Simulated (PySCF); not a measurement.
# Broadened absorption spectrum of NH3O

NH3O.
Numbering: `[NH3+:1][O-:2]` (hydrogens: H3, H4, H5 on N1)

Geometry (PBE0-D3(BJ)/def2-SVP, Å), atoms numbered from 1 in this order:
```xyz
5
H3NO angstrom
N     -0.0074    0.0040   -0.0053
O     -0.9670    0.5322   -0.7206
H      0.9681    0.2465   -0.3080
H     -0.0059    0.2627    1.0121
H      0.0123   -1.0453    0.0218
```

Method: PySCF 2.14.0, density-fitted response routines, TDDFT CAM-B3LYP/def2-SVPD, vertical, gas phase, core orbitals frozen in the response.

Computed states:

```tsv
state	E (eV)	f
S1	4.95	0.0083
S2	4.95	0.0083
S3	6.64	0.0001
S4	6.64	0.0090
S5	6.64	0.0091
S6	6.82	0.146
S7	7.10	0.028
S8	7.10	0.028
S9	8.70	0.0000
```

Each state is given a Gaussian of 0.5 eV full width at half maximum, with ε(max) = 2.175×10⁸ f / Δν̃ (Δν̃ the width in cm⁻¹). The width is an assumption, not a result. The curve ends short of the highest state used, and states not computed would add to its high-energy end.

Problem. What does the envelope look like, and where are its maxima?

Solution. 
| E (eV) | ε (L mol⁻¹ cm⁻¹) |
| --- | --- |
| 4.20 | 2 |
| 4.33 | 13 |
| 4.47 | 72 |
| 4.60 | 235 |
| 4.74 | 554 |
| 4.87 | 835 |
| 5.01 | 853 |
| 5.14 | 590 |
| 5.27 | 280 |
| 5.41 | 83 |
| 5.54 | 18 |
| 5.68 | 2 |
| 5.81 | 1 |
| 5.95 | 7 |
| 6.08 | 48 |
| 6.22 | 283 |
| 6.35 | 1067 |
| 6.49 | 3155 |
| 6.62 | 6245 |
| 6.76 | 9216 |
| 6.89 | 9782 |
| 7.03 | 7876 |
| 7.16 | 5162 |
| 7.30 | 2588 |
| 7.43 | 1050 |
| 7.57 | 283 |
| 7.70 | 59 |
| 7.83 | 9 |
| 7.97 | 1 |
| 8.10 | 0 |

Maxima: 251 nm (4.95 eV), ε about 890, made up of S1 (50%) and S2 (50%); 181 nm (6.85 eV), ε about 9900, made up of S6 (78%) (ε in L mol⁻¹ cm⁻¹; maxima over ε = 5, shares over 10%).

Problem. What would ε be at 6.85 eV, the highest of these maxima, with half the width (0.25 eV)?

Solution. About 15700 L mol⁻¹ cm⁻¹ against 9890, a factor of about 1.6; a lone state at its own centre would give exactly 2.

Problem. On this curve, what absorbance would a 10⁻⁴ mol/L sample give at 248 nm over a 1 cm path?

Solution. 248 nm is 4.999 eV, where ε is about 860 L mol⁻¹ cm⁻¹, so A = ε c l ≈ 0.086 (Beer–Lambert, with the gas-phase spectrum and the assumed width).

Problem. Coming from long wavelengths, where does ε first pass 100 L mol⁻¹ cm⁻¹?

Solution. At about 275 nm (4.50 eV), 0.44 eV below S1.

The vertical ionisation energy (ΔSCF) is 9.32 eV, 0.62 eV above S9.
